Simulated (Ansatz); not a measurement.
A calculation with Ansatz (development build ahead of 0.2.0).

```yaml
crystal:
  periodic: [false, false, false]
  atoms:
    - { symbol: C, position_ang: [0.0, 0.02244, -0.69887] }
    - { symbol: C, position_ang: [0.0, -0.02244, 0.69887] }
    - { symbol: O, position_ang: [0.0, 0.97911, -1.24871] }
    - { symbol: O, position_ang: [0.0, -0.97911, 1.24871] }
    - { symbol: H, position_ang: [0.0, -0.90172, -1.15218] }
    - { symbol: H, position_ang: [0.0, 0.90172, 1.15218] }
basis:
  gaussian: { orbitals: def2-TZVP }
hamiltonian:
  xc: hf
```

The input is written out in the form of the current development build from the run's settings.

Output:

* Converged: yes
* Total energy: -226.64416 hartree
* Spin squared of the determinant: 0.000

Caution: no unrestricted run beside it, a lower state can exist.
